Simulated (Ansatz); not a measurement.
# CH3N: the cost of one run

Method: def2-QZVPP, core rule «outside noble gas», up to 2 orbitals frozen; program: Ansatz 0.2.0, Gaussian basis.

The runs, in order: UHF; ROHF; CCSD(T) on UHF.

2 further runs of the same task are left out: 2 set aside as unsound or not needed.

### 1 What is computed

The geometry is a PBE0/def2-TZVP stationary point (not a proven minimum) of the parent state, kept for this charge and spin.

5 atoms, charge 1, spin multiplicity 2.

Atoms are counted from 1 here; the program's logs count them from 0.

Bond lengths: N1–C2 1.365 Å, N1–H3 1.025 Å, C2–H4 1.090 Å, C2–H5 1.090 Å. Angles: C2–N1–H3 114.1°, N1–C2–H4 116.9°, N1–C2–H5 116.9°, H4–C2–H5 116.6°.

### 2 UHF

Contents of in.yaml:

```yaml
crystal:
  periodic: [false, false, false]
  atoms:
    - {symbol: N, position_ang: [-0.136074, 0.000000, 0.665268]}
    - {symbol: C, position_ang: [0.113118, 0.000000, -0.676644]}
    - {symbol: H, position_ang: [0.707513, 0.000000, 1.248296]}
    - {symbol: H, position_ang: [-0.082257, 0.926855, -1.215074]}
    - {symbol: H, position_ang: [-0.082257, -0.926855, -1.215074]}
basis:
  gaussian: {orbitals: "def2-QZVPP.json"}
total_charge: 1
magnetization: {spin_polarized: true, initial_magnetization: 1}
hamiltonian: {xc: hf}
output: {orbitals: {seedname: orbitals}}
```

The run is started by

```sh
$ ansatz run in.yaml --threads 1 --pin off --events-out ev --progress --plain --max-ram 2393MiB
```

**Question.** How long does this run take on 1 thread of Arm Neoverse V1, shared host, and how much memory does it need?

About 5.5 s, with a peak of 0.31 GiB.
